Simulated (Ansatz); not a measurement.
Basis-set extrapolation for `C=C(Cl)CC` (PBE0-D4/def2-TZVP geometry, frozen core, Ansatz 0.2.0). Multiplicity 1, RHF reference.

```tsv
	def2-TZVPP	def2-QZVPP
HF	-615.099257	-615.119086
MP2 correlation	-0.866268	-0.928346
CCSD(T) correlation	-0.957880	not run
```

Energies in hartree. Use E(X) = E(∞) + A·exp(−7.88·√X) for Hartree–Fock and E(X) = E(∞) + B·X^(−2.97) for correlation, with X = 3 and 4, and add CCSD(T) minus MP2 of the smaller set to the MP2 limit.

**Question.** What is the CCSD(T) energy at the basis-set limit?

**Answer.** HF limit: -615.119086 + (-0.019829) × 0.13774 = -615.12182. MP2 limit: -0.928346 + (-0.062078) × 0.74074 = -0.97433. Higher-order term: -0.957880 − (-0.866268) = -0.09161. Total: -616.18776 hartree, 343.0 kJ/mol below CCSD(T)/def2-TZVPP.
